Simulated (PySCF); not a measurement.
**A small calculation by hand: entropy of an ideal gas**

H₂O, SMILES O.

Geometry: TPSSh-D3(BJ)/def2-TZVPD.

TPSSh-D3(BJ)/def2-TZVPD (PySCF) gives the harmonic wavenumbers 1639, 3767, 3870 cm⁻¹ and the rotational temperatures 38.9010, 20.6168, 13.4752 K. The molar mass is 18.02 g/mol, the symmetry number 2, the spin multiplicity 1.

Work out the entropy at 298.15 K and 1 atm in the rigid-rotor, harmonic-oscillator model.


Translation (Sackur–Tetrode at 1 atm): S = R[1.5 ln M + 2.5 ln T − 1.16487] = 144.8 J/(mol K).
Rotation: q = (√π/σ) T^1.5/√(θA θB θC) = 43.9, S = R[ln q + 3/2] = 43.9 J/(mol K).
Vibration: with u = 1.4388 ν/T, each mode gives R[u/(e^u − 1) − ln(1 − e^−u)]:
```
ν (cm⁻¹)  modes     u  S (J/(mol K))
--------  -----  ----  -------------
1639          1  7.91           0.03
```
The stiffer modes add less than 0.005 each. Sum 0.0 J/(mol K).
Spin: R ln 1 = 0.0 J/(mol K).
Total 188.7 J/(mol K); the program's own thermochemistry gives 188.7. Translation makes up 77 % and vibration 0 %. Anharmonicity, hindered rotation and orbital degeneracy are left out.
